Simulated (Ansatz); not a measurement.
A nudged elastic band was laid between two geometries of FH3Si (5 atoms, charge 0, multiplicity 1).

These are results of RKS PBE0/def2-TZVP in Ansatz, not measurements.

```yaml
movable_images: 9
climbing_image: yes
spring: 5.0 eV/Å²
optimiser: quadratic models (default)
start_path: through a guess of the saddle point
force_threshold: 0.05 eV/Å
iteration_limit: 60
end_points: relaxed
```

First end point:

```xyz
5
Properties=species:S:1:pos:R:3
Si 0.248 -0.012 0.176
H 0.233 0.012 1.657
H 1.640 0.012 -0.332
F -0.504 1.296 -0.356
H -0.472 -1.203 -0.334
```

Last end point:

```xyz
5
Properties=species:S:1:pos:R:3
Si 0.122 -0.034 -0.815
H 0.894 -0.234 1.176
H 1.458 0.097 0.761
F -0.681 1.305 -0.382
H -0.647 -1.029 0.072
```

Problem. What changes between the two ends?

Solution. Bonds broken: Si1–H2, Si1–H3. Bonds formed: H2–H3. FH3Si becomes FHSi + H2.

Problem. Give the energies along the band, and the barrier.

Solution. The forces met the threshold. The highest image is number 7 of 0 to 10, 2.87 eV above the first end and 0.64 eV above the last; the last end lies 2.24 eV above the first. A vibrational analysis at the climbing image gives one clearly imaginary mode, 1201i cm⁻¹: a first-order saddle point. The orbitals stay closed-shell, which can raise the energy where a bond breaks towards radicals; this wasn't checked here.

| image | path coordinate (Å) | energy (eV) | Si1–H2 (Å) | Si1–H3 (Å) | H2–H3 (Å) |
| --- | --- | --- | --- | --- | --- |
| 0 | 0.00 | 0.00 | 1.48 | 1.48 | 2.44 |
| 1 | 0.19 | 0.07 | 1.47 | 1.48 | 2.29 |
| 2 | 0.37 | 0.32 | 1.45 | 1.48 | 2.12 |
| 3 | 0.56 | 0.76 | 1.44 | 1.47 | 1.94 |
| 4 | 0.75 | 1.39 | 1.46 | 1.46 | 1.76 |
| 5 | 0.94 | 2.11 | 1.51 | 1.45 | 1.59 |
| 6 | 1.12 | 2.67 | 1.59 | 1.47 | 1.42 |
| 7 | 1.31 | 2.87 | 1.67 | 1.51 | 1.24 |
| 8 | 1.55 | 2.60 | 1.77 | 1.61 | 0.98 |
| 9 | 1.79 | 2.27 | 1.95 | 1.83 | 0.80 |
| 10 | 2.03 | 2.24 | 2.14 | 2.07 | 0.77 |

Problem. What is the geometry of the highest image?

Solution. 
```xyz
5
Properties=species:S:1:pos:R:3:forces:R:3
Si 0.251 0.013 -0.438 -0.01 0.01 -0.01
H 0.591 -0.215 1.187 0.00 0.00 0.00
H 1.496 0.109 0.409 0.00 0.00 0.00
F -0.634 1.353 -0.341 0.01 -0.01 0.00
H -0.559 -1.154 -0.007 0.00 0.00 0.00
```

Problem. What are the harmonic wavenumbers there?

Solution. 1201i, 591, 611, 742, 862, 1058, 1579, 2191, 2248 cm⁻¹.

Run time: 49 s on 2 threads of Arm Neoverse V2, on a shared host, peak memory 0.13 GiB.
